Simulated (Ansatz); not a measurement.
Process, species as SMILES: FB(F)F → F[B]F + F atom
B3LYP-D3(BJ)/def2-TZVP geometries, fixed; electronic energies without zero-point terms.

Energies in hartree at MP2 with Ansatz (a program for electronic structure); the bond dissociation energy is their sum with the coefficients shown, times 627.509 kcal/mol a hartree. All functions are spherical. Cores are frozen. Open shells are unrestricted. No added dispersion term, no relativity.

| species | coefficient | part | cc-pVDZ | cc-pVTZ | cc-pVQZ |
|---|---|---|---|---|---|
| FB(F)F | -1 | Hartree-Fock | -323.20091 | -323.32533 | -323.35202 |
| FB(F)F | -1 | correlation | -0.63763 | -0.84116 | -0.91775 |
| F[B]F | +1 | Hartree-Fock | -223.61876 | -223.70714 | -223.72596 |
| F[B]F | +1 | correlation | -0.43323 | -0.57088 | -0.62281 |
| F atom | +1 | Hartree-Fock | -99.37524 | -99.40552 | -99.41377 |
| F atom | +1 | correlation | -0.14060 | -0.19983 | -0.22144 |

Problem. Predict the bond dissociation energy in cc-pV5Z (X = 5): let each Hartree-Fock step shrink by the ratio of the last two, and fit each correlation energy at X = 3 and 4 to E + A/X^3. Compare with the run.

Solution. 
- FB(F)F: steps -0.12442 and -0.02669, ratio 0.215, so Hartree-Fock -323.35776 (run: -323.35886); A = (-0.84116 - (-0.91775))/(1/27 - 1/64) = 3.5770, correlation -0.91775 - A/64 + A/125 = -0.94502 (run: -0.94982).
- F[B]F: steps -0.08838 and -0.01882, ratio 0.213, so Hartree-Fock -223.72997 (run: -223.73072); A = (-0.57088 - (-0.62281))/(1/27 - 1/64) = 2.4253, correlation -0.62281 - A/64 + A/125 = -0.64130 (run: -0.64462).
- F atom: steps -0.03028 and -0.00825, ratio 0.272, so Hartree-Fock -99.41601 (run: -99.41605); A = (-0.19983 - (-0.22144))/(1/27 - 1/64) = 1.0092, correlation -0.22144 - A/64 + A/125 = -0.22914 (run: -0.23068).
Predicted 179.69 kcal/mol; the run in cc-pV5Z gives 179.85, a miss of -0.16. Keeping the value in cc-pVQZ, 179.34, would miss by -0.51. All sums are of the energies as printed.
